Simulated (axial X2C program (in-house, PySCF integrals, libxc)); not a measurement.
NaAl: from Re and ωe to a spectrum

A bond curve at the PBE0 level, 2c, was computed with an axial X2C code built on PySCF integrals (basis Al dyall-v3z [8s8p2d1f], Na dyall-cv3z [9s8p5d2f] (cores contracted in-house)) for the state Ω = 0 (closed shell). Its fit gives Re = 3.1437 Å, ωe = 190.5 cm⁻¹, ωexe = 0.678 cm⁻¹ and αe = 8.846e-04 cm⁻¹; the masses are 26.9815 and 22.9898 u. Two-component means X2C with spin–orbit coupling and atomic mean-field Coulomb and Gaunt terms.

(1) Find the reduced mass, Be and the force constant.

(2) Estimate De from a Morse curve and compare with the computed well depth of 0.698 eV to Al + Na.

(3) Where do the fundamental and the first overtone lie?

(4) A Morse curve ties αe to the other constants (Pekeris). How well does that hold?

(5) Give B0, the J = 1←0 line in GHz and the most populated J at 300 K (kT = 208.5 cm⁻¹).

Occupations by symmetry block were frozen at the best pattern of an incomplete PBE0 search. Dissociation energies refer to the lowest single-determinant-based atoms at the same level and basis. In 2c an atomic determinant is not the ground J level, so De misses part of the atomic spin–orbit lowering. This holds for PBE0. Other states lie close and PBE0, whose exact exchange favours high spin, may order them wrongly; the determinant shown need not be the ground state. The nearest other 2c determinant of the search, Ω = 2, lies 0.16 eV up at the distance of the search. The functionals have no current-density term, which raises determinants with orbital currents, atoms included.

## Answers

(1) From the PBE0 values: μ = 12.4131 u. Be = 16.8576/(μ Re²) = 0.1374 cm⁻¹. k = 5.8918×10⁻⁷ μ ωe² = 0.265 mdyn/Å.

(2) De(Morse) = ωe²/(4ωexe) = 1.659 eV against 0.698 eV computed, a ratio of 2.38. The extrapolation overshoots: the well softens faster than a Morse curve, or the lowest atomic limit lies below the one to which the curve heads.

(3) ν(1←0) = ωe − 2ωexe = 189.1 cm⁻¹; ν(2←0) = 2ωe − 6ωexe = 376.9 cm⁻¹.

(4) αe(Morse) = 6Be²/ωe × (√(ωexe/Be) − 1) = 7.263e-04 cm⁻¹; the PBE0 curve gives 8.846e-04 cm⁻¹, a ratio of 0.82.

(5) B0 = Be − αe/2 = 0.137 cm⁻¹; 2B0 = 8.213 GHz; J(max) ≈ √(kT/2B0) − 1/2 = 27.1, so J = 27.
